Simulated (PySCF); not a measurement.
CH3S, SMILES C[S] (connectivity only; charge and spin as stated), charge -1, multiplicity 1. Atoms are numbered in the order given.

```xyz
5

C      0.0000     0.0000     1.1160
S      0.0000     0.0000    -0.7044
H      0.8824     0.5095     1.5248
H     -0.8824     0.5095     1.5248
H      0.0000    -1.0189     1.5248
```
Charge -1, spin multiplicity 1.

The structure is a stationary point at PBE0-D3(BJ)/def2-TZVPD. The spin state was assumed, not searched. The isomer is the one that the SMILES or the coordinates give; other isomers of the formula were not compared.

Level of theory: HF/def2-TZVPD run with PySCF.

Symmetry labels are those of the subgroup Cs that the program uses (full group C3v).

Computed valence orbital energies around the gap with their symmetry:
```
orbital  symmetry  energy (eV)
-------  --------  -----------
HOMO−7         A"      -172.56
HOMO−6         A'       -21.26
HOMO−5         A'       -15.71
HOMO−4         A'       -10.05
HOMO−3         A"       -10.05
HOMO−2         A'        -6.40
HOMO−1         A'        -2.24
HOMO           A"        -2.24
LUMO           A'         5.37
LUMO+1         A'         6.08
LUMO+2         A'         6.15
LUMO+3         A"         6.15
```
